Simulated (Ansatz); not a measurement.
```xyz
18

C     1.341   -2.133    1.287
C     1.054   -0.668    1.597
C    -0.124   -0.145    0.845
C    -0.097    0.861   -0.021
C    -1.270    1.367   -0.793
C    -1.069    1.253   -2.300
H     2.185   -2.505    1.873
H     0.475   -2.760    1.515
H     1.576   -2.267    0.229
H     1.933   -0.057    1.369
H     0.873   -0.563    2.674
H    -1.072   -0.653    1.025
H     0.853    1.363   -0.208
H    -2.168    0.819   -0.492
H    -1.446    2.419   -0.537
H    -0.179    1.801   -2.620
H    -1.924    1.660   -2.846
H    -0.941    0.210   -2.598
```

Charge 0, multiplicity 1.

List the r2SCAN/def2-TZVPP orbital energies in eV (Ansatz 0.2.0). (Estimate.)

Computed: Occupied: -272.96, -272.96, -272.80, -272.78, -272.69, -272.69, -21.13, -20.08, -18.46, -16.46, -15.19, -14.00, -11.70, -11.60, -10.96, -10.56, -9.70, -9.45, -9.35, -8.90, -8.34, -8.28, -7.94, -6.01. Lowest empty: -0.17, 1.63, 1.76, 1.90, 2.62, 2.96, 3.15, 3.24.
